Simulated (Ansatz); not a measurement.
`N[B]N` radical, 7 atoms. Total charge 0; spin multiplicity 2. Hardware: A = 2 threads of a server CPU on a shared host; B = 2 threads of an AMD EPYC 7R13 on a shared host and a share of an NVIDIA H100 80 GB. Correlated methods freeze the cores. Open-shell runs search over several starts.

(1) How many basis functions does each run have, and how long does it take in Ansatz? UHF-CCSD(T)/cc-pV(D+d)Z energy [A]; UHF-CCSD(T)/cc-pV(Q+d)Z energy [B]; UKS ωB97M-V/def2-QZVPP energy [A]; UHF-CCSD(T)/def2-TZVPP energy [A]; UKS PBE0-D4/def2-TZVP relaxation (5 steps) [A]; UKS PBE0-D4/def2-QZVPP energy [A]; UKS PBE0-D4/def2-TZVP frequencies [A]; UHF-CCSD(T)/def2-SVP energy [A]; UKS r2SCANh-D4/def2-TZVPP energy [A]; UKS HSE06 (plane-wave form)-D4/def2-TZVPP energy [A]; UKS LC-ωPBE/def2-TZVPP energy [A]; UKS PBE0-D4/def2-SVP energy [A]. (Estimate.)

Answers

(1) The calculation gave: Other jobs shared the machine, so times are rough.

```csv
level,job,functions,wall time,peak host memory (GiB)
UKS PBE0-D4/def2-SVP,energy [A],62,1.7 s,0.16
UKS LC-ωPBE/def2-TZVPP,energy [A],149,2.5 s,0.21
UKS HSE06 (plane-wave form)-D4/def2-TZVPP,energy [A],149,2.8 s,0.27
UHF-CCSD(T)/def2-SVP,energy [A],62,3.6 s,0.27
UKS r2SCANh-D4/def2-TZVPP,energy [A],149,4 s,0.3
UHF-CCSD(T)/cc-pV(D+d)Z,energy [A],62,4 s,0.28
UKS PBE0-D4/def2-QZVPP,energy [A],291,7.5 s,0.67
UHF-CCSD(T)/cc-pV(Q+d)Z,energy [B],285,8 s,0.85
UKS PBE0-D4/def2-TZVP,relaxation (5 steps) [A],117,11 s,0.23
UKS ωB97M-V/def2-QZVPP,energy [A],291,17 s,0.87
UHF-CCSD(T)/def2-TZVPP,energy [A],149,48 s,2.4
UKS PBE0-D4/def2-TZVP,frequencies [A],117,66 s,0.23
```

LC-ωPBE has ω = 0.4 bohr⁻¹.
